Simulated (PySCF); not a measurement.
# C4H5FO: NMR shifts at several levels of theory, part 2 of 2

PySCF 2.14.0. Atoms count from 0. The steps go on from the part before.

## Step 6: NMR shieldings: PBE0/6-311+G(2d,p)

The job: settings as JSON, then the geometry in Å.

```
{"job": {"kind": "nmr", "xc": "PBE0", "basis": "6-311+G(2d,p)", "pop": true}, "charge": 0, "multiplicity": 1}
O      1.830482     0.078783    -1.184895
C      1.331403     0.706452    -0.310229
F      1.949369     1.780414     0.200107
C      0.037131     0.460127     0.351331
C     -0.374881    -0.986312     0.521400
C     -1.055172    -0.153685    -0.496643
H     -0.237619     1.176066     1.127540
H     -0.903960    -1.235531     1.443977
H      0.340629    -1.735145     0.173060
H     -2.073824     0.193166    -0.308841
H     -0.802752    -0.327397    -1.545602
```

Method: GIAO PBE0/6-311+G(2d,p) NMR shielding, non-relativistic, gas phase.

Log:

```text
coarse grid: 9616 points
cycle   1  E = -330.0791570960  dE =  1.054e+00  |g| = 8.843e-01  |ddm| = 2.960e+00
cycle   2  E = -329.6662891735  dE =  4.129e-01  |g| = 1.749e+00  |ddm| = 1.669e+00
cycle   3  E = -330.2131689675  dE = -5.469e-01  |g| = 2.403e-01  |ddm| = 1.224e+00
cycle   4  E = -330.2226251616  dE = -9.456e-03  |g| = 7.869e-02  |ddm| = 2.221e-01
cycle   5  E = -330.2234677502  dE = -8.426e-04  |g| = 1.923e-02  |ddm| = 5.476e-02
cycle   6  E = -330.2235460159  dE = -7.827e-05  |g| = 5.699e-03  |ddm| = 2.358e-02
cycle   7  E = -330.2235523467  dE = -6.331e-06  |g| = 1.212e-03  |ddm| = 5.908e-03
final grid: 94504 points
cycle   8  E = -330.2293818143  dE = -3.945e-05  |g| = 1.151e-02  |ddm| = 7.258e-02
cycle   9  E = -330.2293227929  dE =  5.902e-05  |g| = 2.117e-02  |ddm| = 2.272e-02
cycle  10  E = -330.2294064411  dE = -8.365e-05  |g| = 2.250e-03  |ddm| = 1.388e-02
cycle  11  E = -330.2294074350  dE = -9.939e-07  |g| = 3.386e-04  |ddm| = 2.157e-03
cycle  12  E = -330.2294074515  dE = -1.647e-08  |g| = 1.595e-04  |ddm| = 4.030e-04
cycle  13  E = -330.2294074552  dE = -3.710e-09  |g| = 3.010e-05  |ddm| = 1.252e-04
cycle  14  E = -330.2294074554  dE = -1.628e-10  |g| = 7.898e-06  |ddm| = 2.877e-05
converged SCF energy = -330.2294074554

GIAO shielding tensors (ppm)
atom      isotropic    diamagn.    paramagn.     s11        s22        s33       span
  0 O      -57.916     393.188    -451.104   -317.645   -142.082    285.978    603.623
  1 C       14.303     254.009    -239.706   -101.296     50.247     93.958    195.254
  2 F      129.482     472.470    -342.989   -100.938    205.661    283.721    384.659
  3 C      174.081     245.478     -71.397    140.536    154.074    227.632     87.096
  4 C      173.451     246.503     -73.052    145.382    174.499    200.471     55.089
  5 C      173.804     246.522     -72.718    145.967    174.547    200.899     54.931
  6 H       30.026      29.673       0.353     23.474     28.208     38.396     14.922
  7 H       30.560      30.030       0.530     25.268     26.305     40.107     14.839
  8 H       30.377      30.428      -0.051     25.173     27.682     38.275     13.102
  9 H       30.554      30.005       0.549     25.260     26.309     40.094     14.834
 10 H       30.355      30.449      -0.094     25.112     27.669     38.284     13.172
```

Wall time 16 s (1 thread of Arm Neoverse V2, shared host); peak memory 0.99 GiB.

Key values: δ C1 172.1, C4 12.8, C3 12.4, O0 384.5, H6 1.48, H8 1.14 ppm (means over like atoms).

## Step 7: Shielding tensors: PBE0/def2-SVP

Settings changed since step 6:

```diff
@@ -1,2 +1,2 @@
-{"job": {"kind": "nmr", "xc": "PBE0", "basis": "6-311+G(2d,p)", "pop": true}, "charge": 0, "multiplicity": 1}
+{"job": {"kind": "nmr", "xc": "PBE0", "basis": "def2-SVP", "pop": true}, "charge": 0, "multiplicity": 1}
 O      1.830482     0.078783    -1.184895
```

With the program's defaults for keys left out, this is: GIAO PBE0/def2-SVP NMR shielding, non-relativistic, gas phase.

Log:

```text
coarse grid: 9616 points
cycle   1  E = -329.6855448176  dE =  1.002e+00  |g| = 8.739e-01  |ddm| = 3.492e+00
cycle   2  E = -329.2885599251  dE =  3.970e-01  |g| = 1.694e+00  |ddm| = 2.043e+00
cycle   3  E = -329.8233264099  dE = -5.348e-01  |g| = 2.308e-01  |ddm| = 1.463e+00
cycle   4  E = -329.8326194932  dE = -9.293e-03  |g| = 6.890e-02  |ddm| = 2.684e-01
cycle   5  E = -329.8333614744  dE = -7.420e-04  |g| = 1.641e-02  |ddm| = 5.855e-02
cycle   6  E = -329.8334225620  dE = -6.109e-05  |g| = 4.608e-03  |ddm| = 1.942e-02
cycle   7  E = -329.8334269571  dE = -4.395e-06  |g| = 1.140e-03  |ddm| = 4.924e-03
final grid: 94504 points
cycle   8  E = -329.8857030891  dE = -1.382e-05  |g| = 1.106e-02  |ddm| = 2.483e-02
cycle   9  E = -329.8856501536  dE =  5.294e-05  |g| = 1.983e-02  |ddm| = 2.527e-02
cycle  10  E = -329.8857280548  dE = -7.790e-05  |g| = 2.165e-03  |ddm| = 1.654e-02
cycle  11  E = -329.8857290300  dE = -9.752e-07  |g| = 1.773e-04  |ddm| = 2.008e-03
cycle  12  E = -329.8857290335  dE = -3.436e-09  |g| = 1.092e-04  |ddm| = 2.844e-04
cycle  13  E = -329.8857290355  dE = -2.063e-09  |g| = 1.790e-05  |ddm| = 9.802e-05
cycle  14  E = -329.8857290356  dE = -6.878e-11  |g| = 4.516e-06  |ddm| = 2.493e-05
converged SCF energy = -329.8857290356

GIAO shielding tensors (ppm)
atom      isotropic    diamagn.    paramagn.     s11        s22        s33       span
  0 O      -37.046     399.326    -436.372   -293.721   -130.964    313.547    607.268
  1 C       29.827     253.435    -223.608    -77.660     65.721    101.420    179.080
  2 F      149.177     472.320    -323.143    -87.845    244.918    290.459    378.304
  3 C      182.487     255.872     -73.385    149.897    164.518    233.046     83.149
  4 C      181.242     250.772     -69.530    153.195    182.907    207.623     54.428
  5 C      181.585     250.888     -69.303    153.780    182.975    208.000     54.220
  6 H       30.194      32.539      -2.345     23.484     28.259     38.838     15.354
  7 H       30.503      30.265       0.238     25.108     26.279     40.121     15.014
  8 H       30.417      31.337      -0.920     25.050     27.762     38.438     13.388
  9 H       30.496      30.261       0.235     25.096     26.285     40.107     15.011
 10 H       30.397      31.359      -0.962     24.984     27.748     38.460     13.476
```

Wall time 7.3 s (1 thread of Arm Neoverse V2, shared host); peak memory 0.58 GiB.

Key values: δ C1 163.9, C4 12.3, C3 11.2, O0 380.1, H6 1.15, H8 0.94 ppm (means over like atoms).

## Step 8: Nuclear shieldings: PBE0/def2-TZVP

Settings changed since step 7:

```diff
@@ -1,2 +1,2 @@
-{"job": {"kind": "nmr", "xc": "PBE0", "basis": "def2-SVP", "pop": true}, "charge": 0, "multiplicity": 1}
+{"job": {"kind": "nmr", "xc": "PBE0", "basis": "def2-TZVP", "pop": true}, "charge": 0, "multiplicity": 1}
 O      1.830482     0.078783    -1.184895
```

Method: GIAO PBE0/def2-TZVP NMR shielding, non-relativistic, gas phase.

Log:

```text
coarse grid: 9616 points
cycle   1  E = -330.1215188688  dE =  1.042e+00  |g| = 8.909e-01  |ddm| = 2.653e+00
cycle   2  E = -329.7166290384  dE =  4.049e-01  |g| = 1.745e+00  |ddm| = 1.517e+00
cycle   3  E = -330.2559057238  dE = -5.393e-01  |g| = 2.408e-01  |ddm| = 1.128e+00
cycle   4  E = -330.2654178445  dE = -9.512e-03  |g| = 7.828e-02  |ddm| = 2.663e-01
cycle   5  E = -330.2662484108  dE = -8.306e-04  |g| = 1.938e-02  |ddm| = 5.166e-02
cycle   6  E = -330.2663272416  dE = -7.883e-05  |g| = 5.734e-03  |ddm| = 1.888e-02
cycle   7  E = -330.2663335576  dE = -6.316e-06  |g| = 1.320e-03  |ddm| = 4.949e-03
final grid: 94504 points
cycle   8  E = -330.2609165700  dE = -4.864e-05  |g| = 1.138e-02  |ddm| = 5.822e-02
cycle   9  E = -330.2608607909  dE =  5.578e-05  |g| = 2.069e-02  |ddm| = 1.794e-02
cycle  10  E = -330.2609411592  dE = -8.037e-05  |g| = 2.294e-03  |ddm| = 1.229e-02
cycle  11  E = -330.2609421850  dE = -1.026e-06  |g| = 3.315e-04  |ddm| = 1.698e-03
cycle  12  E = -330.2609422010  dE = -1.605e-08  |g| = 1.594e-04  |ddm| = 4.260e-04
cycle  13  E = -330.2609422046  dE = -3.579e-09  |g| = 3.121e-05  |ddm| = 1.375e-04
cycle  14  E = -330.2609422048  dE = -1.745e-10  |g| = 8.326e-06  |ddm| = 2.696e-05
converged SCF energy = -330.2609422048

GIAO shielding tensors (ppm)
atom      isotropic    diamagn.    paramagn.     s11        s22        s33       span
  0 O      -60.049     398.937    -458.985   -322.625   -145.147    287.626    610.251
  1 C       12.693     249.978    -237.285   -102.611     49.595     91.096    193.707
  2 F      126.410     469.183    -342.773   -111.581    207.325    283.487    395.068
  3 C      174.645     249.022     -74.377    140.639    154.050    229.247     88.609
  4 C      173.737     248.268     -74.532    145.117    174.591    201.501     56.384
  5 C      174.083     248.349     -74.266    145.695    174.647    201.906     56.211
  6 H       30.001      31.430      -1.429     23.489     28.124     38.390     14.901
  7 H       30.512      30.030       0.483     25.250     26.204     40.082     14.832
  8 H       30.330      30.553      -0.223     25.143     27.552     38.294     13.151
  9 H       30.506      30.027       0.479     25.242     26.208     40.068     14.826
 10 H       30.308      30.579      -0.271     25.079     27.538     38.307     13.228
```

It took 20 s on 1 thread of Arm Neoverse V2, shared host; peak memory 1.1 GiB.

In short: δ C1 174.0, C4 12.7, C3 12.0, O0 392.6, H6 1.48, H8 1.16 ppm (means over like atoms).

## Step 9: Run by run: NMR shifts

Shifts (ppm) of some atoms, chosen among heavy atoms and hydrogens apart, means over like atoms, with basis size and wall time:

```
               run     C1    C4    C3    H8    H7     O0     F2  functions   time
       PBE0/STO-3G  115.0  19.0  17.3  1.18  1.13  390.2  105.6         35  2.3 s
        PBE0/6-31G  165.7  14.2  14.8  1.42  1.30  387.2   53.9         64  4.5 s
       PBE0/6-31G*  158.4  12.9  12.2  1.20  1.07  350.8   52.4         94  6.5 s
PBE0/6-311+G(2d,p)  172.1  12.8  12.4  1.14  0.95  384.5   45.3        192   16 s
     PBE0/def2-SVP  163.9  12.3  11.2  0.94  0.84  380.1   65.5        109  7.3 s
    PBE0/def2-TZVP  174.0  12.7  12.0  1.16  0.97  392.6   52.4        216   20 s
```

## Step 10: What came out

This closing draws on all 2 parts.

| quantity | value |
| --- | --- |
| point group | Cs |
| rotational constants (main isotopes) | 7.60, 2.69, 2.35 GHz |
| 13C shifts against TMS (PBE0/STO-3G, means over atoms taken as alike) | 115.0, 19.0, 17.3 ppm |
| 1H shifts against TMS (PBE0/STO-3G, means over atoms taken as alike) | 1.46, 1.18, 1.13 ppm |
| 17O shifts against H2O (PBE0/STO-3G) | 390.2 ppm |
| 19F shifts against CFCl3 (PBE0/STO-3G) | 105.6 ppm |
| measured, and computed on the same scale | H6 δ 1.66, 1.46 ppm |
| range of the shift of F2 | 45.3 to 105.6 ppm |
| property runs in this session | 6, of which 0 failed and 1 gave unsound results |

In words: Single values in the summary come from the first run of each kind that ended normally (PBE0/STO-3G), which need not be the best level. A minimal basis gives no usable values, so read them as a test of settings alone. Over 10 steps the energy fell by 0.152 eV; of the close pairs, C1–C3 changed most, 1.425 to 1.474 Å. At PBE0/STO-3G: Shielding is most anisotropic at O0 (span 844 ppm, paramagnetic term -433 ppm). The one measured 1H shift is missed by -0.20 ppm (computed less measured, unscaled). Vibration, temperature and solvent are missing from the calculation, and it holds one conformer, so part of the miss against the measured shifts is not the functional's. Across the 6 runs the shift of F2 moves most, between 45.3 (PBE0/6-311+G(2d,p)) and 105.6 ppm (PBE0/STO-3G). A minimal basis is unusable for shieldings, so that end is no result. For the one measured 1H shift, PBE0/6-311+G(2d,p) misses least (0.18 ppm, 16 s) and PBE0/def2-SVP most (0.51 ppm, 7.3 s); the quickest, PBE0/STO-3G, misses by 0.20 ppm in 2.3 s. One molecule ranks no method: errors cancel, and vibration and temperature are missing from all runs.
